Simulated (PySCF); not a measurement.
Match the calculated data to a structure.

All candidates are C5H12N (charge +1).

* UV, strongest line: among the 8 lowest singlet transitions: S2 at 7.76 eV (160 nm, f = 0.368) [TDDFT CAM-B3LYP/def2-SVPD]
* UV, first state: lowest singlet excitation: 7.32 eV (169 nm, f = 0.123) [TDDFT CAM-B3LYP/def2-SVPD]
* Rotational structure: rotational constants A, B, C: 5.670, 2.174, 1.769 GHz [GFN2-xTB]
* Triplet: lowest triplet excitation (Tamm–Dancoff): 4.51 eV [TDA CAM-B3LYP/def2-SVPD]
* Polarisability: 65.0 au [CAM-B3LYP/def2-SVPD]

Electronic properties: PySCF, gas phase, density fitting. Levels stand in brackets. The structure is a single GFN2-xTB conformer in the gas phase; no vibrational or solvent corrections.

Problem. Which candidate is it?
A. `C=C[C@H](C)[NH2+]C`
B. `C=C[N+](C)(C)C`
C. `C[NH+]1CCCC1`
D. `C[NH2+]CC1CC1`
E. `C[N+]1(C)CCC1`

Solution. A. It is `C=C[C@H](C)[NH2+]C`. Numbering: `[CH2:1]=[CH:2][C@H:3]([CH3:4])[NH2+:5][CH3:6]`. S1 is mainly HOMO→LUMO (weight 0.95); the largest Löwdin shares of the orbital it empties are 0.40 on the alkene CH carbon, 0.37 on the terminal =CH2 carbon and 0.05 on the sp3 carbon bound to nitrogen, of the orbital it fills 0.18 on an N–H hydrogen, 0.16 on an N–H hydrogen, 0.13 on the ammonium nitrogen and 0.11 on the N-methyl carbon. The optimised geometry has point group C1 and is an asymmetric top.

The others, at the same levels:
- `C[NH2+]CC1CC1` fails: its computed lowest singlet excitation is 7.70 eV (161 nm, f = 0.024) (against 7.32 eV), lowest triplet excitation (Tamm–Dancoff) is 7.57 eV (against 4.51 eV) and static isotropic polarisability is 61.8 au (against 65.0 au).
- `C=C[N+](C)(C)C` fails: its computed lowest singlet excitation is 8.06 eV (154 nm, f = 0.407) (against 7.32 eV), static isotropic polarisability is 62.2 au (against 65.0 au) and rotational constant A is 4.733 GHz (against 5.670 GHz).
- `C[N+]1(C)CCC1` fails: its computed lowest singlet excitation is 9.71 eV (128 nm, f = 0.034) (against 7.32 eV), lowest triplet excitation (Tamm–Dancoff) is 9.40 eV (against 4.51 eV) and strongest line among the 8 lowest singlet transitions is S7 at 10.73 eV (116 nm, f = 0.040) (against S2 at 7.76 eV).
- `C[NH+]1CCCC1` fails: its computed lowest singlet excitation is 8.85 eV (140 nm, f = 0.001) (against 7.32 eV), lowest triplet excitation (Tamm–Dancoff) is 8.66 eV (against 4.51 eV) and static isotropic polarisability is 59.1 au (against 65.0 au).

Each candidate is one conformer, not necessarily the lowest. Dipoles, sizes and rotational constants follow the conformer. The torsions of the flexible species, by atom-mapped SMILES:
- `[CH2:1]=[CH:2][C@H:3]([CH3:4])[NH2+:5][CH3:6]`: C1–C2–C3–C4 -122°, C2–C3–N5–C6 -166°
- `[CH3:1][NH2+:2][CH2:3][CH:4]1[CH2:5][CH2:6]1`: C1–N2–C3–C4 -176°, N2–C3–C4–C5 74°
- `[CH2:1]=[CH:2][N+:3]([CH3:4])([CH3:5])[CH3:6]`: C1–C2–N3–C4 -122°

The conformers of `C[NH+]1CCCC1` aren't listed.
